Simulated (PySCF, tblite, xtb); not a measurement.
Dissociation curve of SMILES CCl (CH3Cl), singlet. The C1–H5 bond (C1 also carries Cl, H, H; H5 carries nothing else) is varied alone, starting from the PBE0/def2-TZVP optimised geometry. Each curve is given relative to its own lowest point near equilibrium.

```json
[
 {"R / Å": "0.88", "A": "26.4", "B": "27.6", "C": "25.4"},
 {"R / Å": "0.92", "A": "15.5", "B": "16.5", "C": "14.9"},
 {"R / Å": "0.99", "A": "4.4", "B": "4.9", "C": "4.2"},
 {"R / Å": "1.01", "A": "2.7", "B": "3.0", "C": "2.5"},
 {"R / Å": "1.06", "A": "0.3", "B": "0.4", "C": "0.3"},
 {"R / Å": "1.09", "A": "0.0", "B": "0.0", "C": "0.0"},
 {"R / Å": "1.12", "A": "0.4", "B": "0.4", "C": "0.4"},
 {"R / Å": "1.16", "A": "1.7", "B": "1.8", "C": "1.7"},
 {"R / Å": "1.20", "A": "3.9", "B": "4.1", "C": "3.8"},
 {"R / Å": "1.25", "A": "7.4", "B": "8.0", "C": "7.1"},
 {"R / Å": "1.36", "A": "17.4", "B": "18.7", "C": "16.4"},
 {"R / Å": "1.48", "A": "30.2", "B": "32.2", "C": "27.8"},
 {"R / Å": "1.61", "A": "44.5", "B": "47.1", "C": "40.6"},
 {"R / Å": "1.79", "A": "63.4", "B": "66.7", "C": "57.6"},
 {"R / Å": "1.97", "A": "80.3", "B": "83.9", "C": "72.6"},
 {"R / Å": "2.19", "A": "97.5", "B": "101.6", "C": "88.1"},
 {"R / Å": "2.39", "A": "110.0", "B": "114.4", "C": "99.3"},
 {"R / Å": "2.66", "A": "122.3", "B": "127.1", "C": "110.5"},
 {"R / Å": "2.95", "A": "131.2", "B": "135.3", "C": "118.6"},
 {"R / Å": "3.26", "A": "—", "B": "138.8", "C": "123.8"},
 {"R / Å": "3.85", "A": "—", "B": "133.4", "C": "127.4"}
]
```

Energies in kcal/mol.

### Question
Match the curves with the methods GFN1-xTB in xtb; GFN2-xTB, 300 K electronic temperature in tblite 0.5.0; restricted MP2 (frozen core)/6-31G*, spherical d (PySCF 2.14.0).

### Answer
A is GFN1-xTB; B is RMP2/6-31G*; C is GFN2-xTB.

A dash means that the run gave no value there, or that the column was ended at a point which the program doubted or which failed a test of continuity chosen for this set; such a test can also cut sound points.

The restricted form behind RMP2/6-31G* keeps the bonding electrons paired and can't separate into open-shell fragments.
